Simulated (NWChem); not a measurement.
Species: acetamide (C₂H₅NO); SMILES CC(N)=O

```xyz
9

C      0.2400     1.3879     0.0000
C     -0.1420    -0.0893     0.0000
N      0.9132    -0.9668     0.0000
O     -1.3092    -0.4639     0.0000
H      1.3300     1.5832     0.0000
H     -0.2138     1.8678     0.8892
H     -0.2138     1.8678    -0.8892
H      0.7054    -1.9660     0.0000
H      1.8851    -0.6650     0.0000
```
Atoms are numbered in this order, from 1.

Program: NWChem. Pople sets run with spherical d functions. STO-3G and 3-21G are far too small for this property and stand as cheap habits. Structure relaxed at the PBE-D3(BJ)/def2-SVP level. Vertical excitations in the gas phase; the lowest state need not have the same character in each row.

| level | basis functions | lowest excitation, singlet (eV) | oscillator strength of that lowest state | lowest state with f > 0.02, singlet (eV) | oscillator strength of that bright state | orbital gap (eV) |
|---|---|---|---|---|---|---|
| Hartree-Fock/3-21G, CIS | 46 | 6.39 | 0.002 | 9.36 | 0.230 | 16.31 |
| Hartree-Fock/6-31G*, CIS | 66 | 6.73 | 0.001 | 9.24 | 0.234 | 16.45 |
| Hartree-Fock/6-31+G*, CIS | 82 | 6.75 | 0.001 | 8.75 | 0.127 | 13.12 |
| Hartree-Fock/def2-SVP, CIS | 81 | 6.72 | 0.001 | 9.28 | 0.227 | 15.52 |
| Hartree-Fock/def2-SVPD, CIS | 123 | 6.72 | 0.001 | 8.76 | [?] | [?] |
| Hartree-Fock/aug-cc-pVDZ, CIS | 137 | 6.72 | 0.000 | 8.49 | 0.066 | 12.01 |

Problem. What belongs in the gaps?

Solution. 
- Hartree-Fock/def2-SVPD, CIS, oscillator strength of that bright state: 0.259
- Hartree-Fock/def2-SVPD, CIS, orbital gap (eV): 13.89
